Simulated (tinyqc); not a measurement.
CIS and TDHF on RHF in the sto-3g basis, for H2F+, spin multiplicity 1, step by step. One step of it, computed by the program tinyqc.

Question. CIS triplet states. Diagonalise A (1 hartree = 27.211386 eV); each vector has its largest component positive (the first on a tie).

CIS matrix A, triplet (hartree), lower triangle:
```
,1>6,1>7,2>6,2>7,3>6,3>7,4>6,4>7,5>6,5>7
1>6,25.822159
1>7,0.000272,25.867159
2>6,0.005472,-0.000018,1.351177
2>7,-0.000018,0.006965,-0.000401,1.437429
3>6,0.000239,-0.008566,0.003324,-0.083860,0.477491
3>7,-0.008566,-0.000508,-0.083860,-0.004326,-0.000362,0.542765
4>6,-0.014750,-0.000218,-0.063776,-0.000562,0.002705,-0.053345,0.417688
4>7,-0.000218,-0.003286,-0.000562,-0.010448,-0.053345,-0.002314,0.001177,0.499461
5>6,0.000000,0.000000,0.000000,0.000000,0.000000,0.000000,0.000000,0.000000,0.386156
5>7,0.000000,0.000000,0.000000,0.000000,0.000000,0.000000,0.000000,0.000000,0.000063,0.463152
```

Give: triplet excitation energies; lowest vectors.

Answer.

triplet excitation energies (eV): 10.5078  10.5994  11.6704  12.6030  14.7141  15.2041  37.0991  39.3138  702.6571  703.8814

lowest vectors:
```
,state 1,state 2,state 3,state 4,state 5,state 6
1>6,0.0000,0.0006,0.0000,0.0000,0.0000,0.0001
1>7,0.0000,0.0000,0.0003,0.0000,-0.0001,0.0000
2>6,0.0000,0.0937,0.0039,0.0000,0.0064,0.0668
2>7,0.0000,-0.0020,0.0721,0.0000,-0.0472,0.0058
3>6,0.0000,-0.0472,0.7889,0.0000,-0.6061,0.0236
3>7,0.0000,0.3717,0.0394,0.0000,0.0584,0.9205
4>6,0.0000,0.9221,0.0404,0.0000,-0.0342,-0.3785
4>7,0.0000,-0.0246,0.6076,0.0000,0.7911,-0.0664
5>6,1.0000,0.0000,0.0000,0.0008,0.0000,0.0000
5>7,-0.0008,0.0000,0.0000,1.0000,0.0000,0.0000
```
